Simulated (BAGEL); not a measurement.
# PF5 (SMILES FP(F)(F)(F)F): a chain of runs

Aim: a single-point energy (HF/def2-SVP), then a single-point energy (NEVPT2(2,2)/def2-SVP), then the energy (CASPT2(2,2)/def2-SVP) of PF5. 

Program for the calculation: BAGEL 1.2.2.

1 further run of the same task is left out (set aside as unsound or not needed).

## (1) The system as given

PF5 has 6 atoms, charge 0, and is taken as a singlet. SMILES: `FP(F)(F)(F)F`. The P2–F6 distance was set to 3.632 Å, away from the relaxed value. At this shape a bond of the SMILES string is far longer than usual.

Bond lengths: F1–P2 1.542 Å, P2–F3 1.542 Å, P2–F4 1.579 Å, P2–F5 1.542 Å. Angles: F1–P2–F3 120.0°, F1–P2–F4 90.0°, F1–P2–F5 120.0°, F3–P2–F4 90.0°, F3–P2–F5 120.0°, F4–P2–F5 90.0°.

## (2) The energy at HF/def2-SVP (density fitting with svp-jkfit) (run 1)

The input, hf.json:

```json
{ "bagel": [

{
  "title": "molecule",
  "basis": "svp",
  "df_basis": "svp-jkfit",
  "geometry": [
    { "atom": "F", "xyz": [     0.32138194,    -4.71030677,    -1.11668263 ] },
    { "atom": "P", "xyz": [     0.37756350,    -2.46417830,    -2.97192125 ] },
    { "atom": "F", "xyz": [    -2.10532876,    -1.46024240,    -4.11977870 ] },
    { "atom": "F", "xyz": [     0.66801441,    -4.35968699,    -5.25799854 ] },
    { "atom": "F", "xyz": [     2.91661842,    -1.22196683,    -3.67932133 ] },
    { "atom": "F", "xyz": [    -0.29043201,     1.89550869,     2.28607728 ] }
  ]
},

{
  "title": "hf"
},

{
  "title": "print",
  "file": "orbitals.molden",
  "orbitals": true
}

]}
```

On the command line:

```console
$ BAGEL_NUM_THREADS=1 BAGEL hf.json > hf.out
```

Output:

```text
* using 1 threads per process

  ===============================================================
  ===============================================================

  *** Geometry ***

  { "atom" : "F", "xyz" : [      0.321382,     -4.710307,     -1.116683 ] },
  { "atom" : "P", "xyz" : [      0.377563,     -2.464178,     -2.971921 ] },
  { "atom" : "F", "xyz" : [     -2.105329,     -1.460242,     -4.119779 ] },
  { "atom" : "F", "xyz" : [      0.668014,     -4.359687,     -5.257999 ] },
  { "atom" : "F", "xyz" : [      2.916618,     -1.221967,     -3.679321 ] },
  { "atom" : "F", "xyz" : [     -0.290432,      1.895509,      2.286077 ] },

  Number of auxiliary basis functions:      513

  Since a DF basis is specified, we compute 2- and 3-index integrals:
    o Being stored without compression. Storage requirement is 0.032 GB

  Number of basis functions:       88
  Number of electrons      :       60

    * METHOD: MOLECULE                             0.21

  *** RHF ***

  === Nuclear Repulsion ===
   351.1400694688

      * DIIS with orbital gradients will be used.

  === RHF iteration (svp) ===
      0       -836.63713410          0.02936622           0.09
      1       -835.77811130          0.03351660           0.09
      2       -837.04097305          0.01214979           0.09
      3       -837.14055353          0.00638726           0.09
      4       -837.18154893          0.00194712           0.09
      5       -837.19490071          0.00098245           0.09
      6       -837.20173457          0.00093497           0.10
      7       -837.20329852          0.00054039           0.09
      8       -837.20360160          0.00014658           0.09
      9       -837.20368101          0.00003185           0.09
     10       -837.20368318          0.00000753           0.09
     11       -837.20368325          0.00000454           0.09
     12       -837.20368327          0.00000175           0.09
     13       -837.20368327          0.00000034           0.08
     14       -837.20368327          0.00000015           0.08
     15       -837.20368327          0.00000004           0.08
     16       -837.20368327          0.00000001           0.08
     17       -837.20368327          0.00000000           0.08
    * SCF iteration converged.

    * Permanent dipole moment:
           (   -0.330303,     2.155787,     2.599961) a.u.

    * METHOD: HF                                   1.73

    * METHOD: PRINT                                0.01

  ===============================================================
```

Wall time 2.2 s (1 thread of Arm Neoverse V2, shared host); peak memory 0.14 GiB.

## (3) A single-point energy at NEVPT2(2,2)/def2-SVP (density fitting with svp-jkfit) (run 2)

The input, calc.json:

```json
{ "bagel" : [

{
  "title" : "molecule",
  "basis" : "svp",
  "df_basis" : "svp-jkfit",
  "angstrom" : false,
  "geometry" : [
    { "atom" : "F", "xyz" : [     0.32138194,    -4.71030677,    -1.11668263 ] },
    { "atom" : "P", "xyz" : [     0.37756350,    -2.46417830,    -2.97192125 ] },
    { "atom" : "F", "xyz" : [    -2.10532876,    -1.46024240,    -4.11977870 ] },
    { "atom" : "F", "xyz" : [     0.66801441,    -4.35968699,    -5.25799854 ] },
    { "atom" : "F", "xyz" : [     2.91661842,    -1.22196683,    -3.67932133 ] },
    { "atom" : "F", "xyz" : [    -0.29043201,     1.89550869,     2.28607728 ] }
  ]
},

{
  "title" : "hf"
},

{
  "title" : "nevpt2",
  "nstate" : 1,
  "nact" : 2,
  "nclosed" : 29,
  "active" : [30, 31],
  "maxiter" : 200,
  "natocc" : true,
  "ncore" : 10
},

{
  "title" : "print",
  "file" : "orbitals.molden",
  "orbitals" : true
}

]}
```

On the command line:

```console
$ BAGEL_NUM_THREADS=1 BAGEL calc.json > calc.out
```

Output:

```text
* using 1 threads per process

  ===============================================================
  ===============================================================

  *** Geometry ***

  { "atom" : "F", "xyz" : [      0.321382,     -4.710307,     -1.116683 ] },
  { "atom" : "P", "xyz" : [      0.377563,     -2.464178,     -2.971921 ] },
  { "atom" : "F", "xyz" : [     -2.105329,     -1.460242,     -4.119779 ] },
  { "atom" : "F", "xyz" : [      0.668014,     -4.359687,     -5.257999 ] },
  { "atom" : "F", "xyz" : [      2.916618,     -1.221967,     -3.679321 ] },
  { "atom" : "F", "xyz" : [     -0.290432,      1.895509,      2.286077 ] },

  Number of auxiliary basis functions:      513

  Since a DF basis is specified, we compute 2- and 3-index integrals:
    o Being stored without compression. Storage requirement is 0.032 GB

  Number of basis functions:       88
  Number of electrons      :       60

    * METHOD: MOLECULE                             0.21

  *** RHF ***

  === Nuclear Repulsion ===
   351.1400694688

      * DIIS with orbital gradients will be used.

  === RHF iteration (svp) ===
      0       -836.63713410          0.02936622           0.09
      1       -835.77811130          0.03351660           0.09
      2       -837.04097305          0.01214979           0.09
      3       -837.14055353          0.00638726           0.09
      4       -837.18154893          0.00194712           0.09
      5       -837.19490071          0.00098245           0.10
[... 10 lines of this table left out ...]
     16       -837.20368327          0.00000001           0.09
     17       -837.20368327          0.00000000           0.09
    * SCF iteration converged.

    * Permanent dipole moment:
           (   -0.330303,     2.155787,     2.599961) a.u.

    * METHOD: HF                                   1.77

    * freezing 10 orbitals
  ---------------------------
      CASSCF calculation
  ---------------------------

    ==== Active orbitals : =====
         Orbital 30
         Orbital 31
    ============================

    * nstate   :      1
    * nclosed  :     29
    * nact     :      2
    * nvirt    :     57
  === CASSCF iteration (svp) ===

    * Using the second-order algorithm

      0  0      -837.30112109     2.33e-02      0.02

      1  0      -837.36305242     1.51e-03      0.47

      2  0      -837.36369618     3.08e-04      0.45

[... 13 lines of this table left out ...]

     10  0      -837.36372922     3.96e-09      0.35

    * Second-order optimization converged. *

     guess   0:   closed 1.                   open ..

  === FCI iteration ===

      0  0      -837.12379363     1.54e-01      0.00
      1  0      -837.33262615     5.29e-02      0.00
      2  0 *    -837.36372922     5.02e-16      0.00

     * ci vector, state   0, <S^2> = 0.0000
       2.     0.7576432052
       .2    -0.6526689618

  === DF-NEVPT2 calculation ===

    * 3-index integral transformation done
    * assembly done

      NEVPT2 correlation energy:   -0.9929149389      0.24

          (+0)     -0.8769045870
          (+0)'    -0.0133411505
          (+1)     -0.0383018699
          (+1)'    -0.0000000000
          (+2)     -0.0000616517
          (-1)     -0.0642404537
          (-1)'     0.0000000000
          (-2)     -0.0000652261

      NEVPT2 total energy:       -838.3566441558

    * METHOD: NEVPT2                               4.98

    * METHOD: PRINT                                0.01

  ===============================================================
```

Run time: 7.5 s. Hardware: 1 thread of Arm Neoverse V2, shared host; peak memory 0.14 GiB.

## (4) The energy at CASPT2(2,2)/def2-SVP (density fitting with svp-jkfit) (run 3)

The input, caspt2.json:

```json
{ "bagel" : [

{
  "title" : "molecule",
  "basis" : "svp",
  "df_basis" : "svp-jkfit",
  "geometry" : [
    { "atom" : "F", "xyz" : [     0.32138194,    -4.71030677,    -1.11668263 ] },
    { "atom" : "P", "xyz" : [     0.37756350,    -2.46417830,    -2.97192125 ] },
    { "atom" : "F", "xyz" : [    -2.10532876,    -1.46024240,    -4.11977870 ] },
    { "atom" : "F", "xyz" : [     0.66801441,    -4.35968699,    -5.25799854 ] },
    { "atom" : "F", "xyz" : [     2.91661842,    -1.22196683,    -3.67932133 ] },
    { "atom" : "F", "xyz" : [    -0.29043201,     1.89550869,     2.28607728 ] }
  ]
},

{ "title" : "hf" },

{ "title" : "casscf", "nstate" : 1, "nact" : 2, "nclosed" : 29, "active" : [30, 31], "maxiter" : 200, "natocc" : "true" },

{ "title" : "print", "file" : "orbitals.molden", "orbitals" : "true" },

{ "title" : "smith", "method" : "caspt2", "ms" : "true", "xms" : "true", "sssr" : "true", "shift" : 0.2, "shift_imag" : "true", "ncore" : 10 }

]}
```

On the command line:

```console
$ BAGEL_NUM_THREADS=1 BAGEL caspt2.json > caspt2.out
```

Output:

```text
* using 1 threads per process

  ===============================================================
  ===============================================================

  *** Geometry ***

  { "atom" : "F", "xyz" : [      0.321382,     -4.710307,     -1.116683 ] },
  { "atom" : "P", "xyz" : [      0.377563,     -2.464178,     -2.971921 ] },
  { "atom" : "F", "xyz" : [     -2.105329,     -1.460242,     -4.119779 ] },
  { "atom" : "F", "xyz" : [      0.668014,     -4.359687,     -5.257999 ] },
  { "atom" : "F", "xyz" : [      2.916618,     -1.221967,     -3.679321 ] },
  { "atom" : "F", "xyz" : [     -0.290432,      1.895509,      2.286077 ] },

  Number of auxiliary basis functions:      513

  Since a DF basis is specified, we compute 2- and 3-index integrals:
    o Being stored without compression. Storage requirement is 0.032 GB

  Number of basis functions:       88
  Number of electrons      :       60

    * METHOD: MOLECULE                             0.21

  *** RHF ***

  === Nuclear Repulsion ===
   351.1400694688

[... 8 lines left out ...]
    * SCF iteration converged.
[... 1 line left out ...]
    * Permanent dipole moment:
[... 27 lines left out ...]
    * Second-order optimization converged. *
[... 9 lines left out ...]
     * ci vector, state   0, <S^2> = 0.0000
[... 16 lines left out ...]
    * Zeroth order energy : state  0       -0.5318900880

    * CASPT2 iteration is performed using orthogonal basis

      -------------------------------------------  CASPT2 iteration  ---------------------------------------------------
       #      aibj      arbs      arbi      airj      risj      airs      arst      rist         Etot      error   time
      ------------------------------------------------------------------------------------------------------------------

       0  -0.87540  -0.00008  -0.06969  -0.04196  -0.00010  -0.01337  -0.00000   0.00000   -1.0006049  0.0004515   0.14
       1  -0.87541  -0.00008  -0.06974  -0.04197  -0.00010  -0.01342   0.00000   0.00000   -1.0007182  0.0000328   0.12
       2  -0.87541  -0.00008  -0.06974  -0.04197  -0.00010  -0.01342  -0.00000  -0.00000   -1.0007189  0.0000028   0.12
       3  -0.87541  -0.00008  -0.06974  -0.04197  -0.00010  -0.01342  -0.00000  -0.00000   -1.0007189  0.0000003   0.13

      ------------------------------------------------------------------------------------------------------------------

    * CASPT2 energy : state  0     -838.3667275764
        w/o shift correction       -838.3644480829
        reference weight              0.8207980691

    * METHOD: SMITH                                0.85

  ===============================================================
```

It took 8.1 s on 1 thread of Arm Neoverse V2, shared host; peak memory 0.29 GiB.

## (5) Results

| quantity | value |
| --- | --- |
| run 1, HF/def2-SVP: total energy | -837.20368 Eh |
| run 1, HF/def2-SVP: dipole moment | 8.63 D |
| run 1, HF/def2-SVP: HOMO energy | -9.43 eV |
| run 1, HF/def2-SVP: LUMO energy | -3.44 eV |
| run 1, HF/def2-SVP: HOMO–LUMO gap | 5.99 eV |
| run 2, NEVPT2(2,2)/def2-SVP: total energy | -838.35664 Eh |
| run 3, CASPT2(2,2)/def2-SVP: total energy | -838.36673 Eh |

One bond (run 1, HF/def2-SVP) is far stretched, which a spin-restricted single reference describes badly; a broken-symmetry solution may lie lower.
